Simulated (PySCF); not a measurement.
**The bond of BP, level by level**

The task here is to estimate one member of a computed series from the others.

Computed with PySCF 2.14.0. Level: B x2c-TZVPPall, P x2c-TZVPPall, spin-free X2C with a Gaussian nucleus.

Set-up of the first run:

The job is set up so:

| Property | Result |
| --- | --- |
| atoms | B, P |
| charge | 0 |
| basis | B x2c-TZVPPall, P x2c-TZVPPall |
| Hamiltonian | spin-free X2C with a Gaussian nucleus |
| basis functions | 73 |
| electrons treated | 20 |
| masses in u | 11.0093, 30.9738 |
| levels | PBE0, PBE, r²SCAN, MN15, TPSS, B3LYP, M06, ωB97X-V, HF, MP2, SCS-MP2, CCSD, CCSD(T) |
| grid | 80 radial by 434 angular points |
| occupations | held fixed by the projection of orbital angular momentum |
| dissociation limit | B + P, each in its ground configuration |
| starting distance in angstrom | 1.880 |
| values of 2S to try | 0, 2, 4 |

The run is started by

```console
OMP_NUM_THREADS=1 python dia.py task.json out
```

Among the steps run: Input; The PBE0 curve of the state that the search chose; Other states along the same grid; PBE (GGA); r²SCAN (meta-GGA); MN15 (hybrid meta-GGA); TPSS; B3LYP (global hybrid GGA); M06; ωB97X-V (range-separated hybrid); ROHF; Adding correlation.

One table of the session follows, with a row left open; its other results are not shown here.

It belongs to the step «The curves together». Energy (eV) from each level's lowest point:

| R (Å) | ROHF | ROHF-MP2 | ROHF-SCS-MP2 | ROHF-CCSD | ROHF-CCSD(T) |
| --- | --- | --- | --- | --- | --- |
| 1.497 | 1.116 | 1.312 | 1.310 | n/a | n/a |
| 1.567 | 0.451 | 0.598 | 0.598 | 0.587 | 0.640 |
| 1.637 | 0.103 | 0.195 | 0.196 | 0.189 | 0.222 |
| 1.689 | 0.000 | 0.047 | 0.048 | 0.044 | 0.061 |
| 1.741 | 0.000 | 0.000 | 0.000 | 0.000 | 0.000 |
| 1.793 | ? | ? | ? | ? | ? |
| 1.863 | 0.278 | 0.168 | 0.161 | 0.168 | 0.127 |
| 1.950 | 0.615 | 0.442 | 0.425 | 0.429 | 0.361 |
| 2.054 | 1.076 | 0.868 | 0.831 | 0.813 | 0.721 |
| 2.194 | 1.667 | 1.513 | 1.440 | n/a | n/a |

Estimate the missing values for R (Å) = 1.793.

Worked estimate for «ROHF». A straight line through the neighbours (1.741, 0.000) and (1.863, 0.278) gives 0.000 + (0.278 − 0.000) × (1.793 − 1.741) / (1.863 − 1.741) = 0.118; a parabola fitted to 4 rows on both sides gives 0.088.

**Answer.** ROHF: 0.081; ROHF-MP2: 0.032; ROHF-SCS-MP2: 0.030; ROHF-CCSD: 0.034; ROHF-CCSD(T): 0.016. In «ROHF» the line misses by +0.037 and the parabola by +0.007.
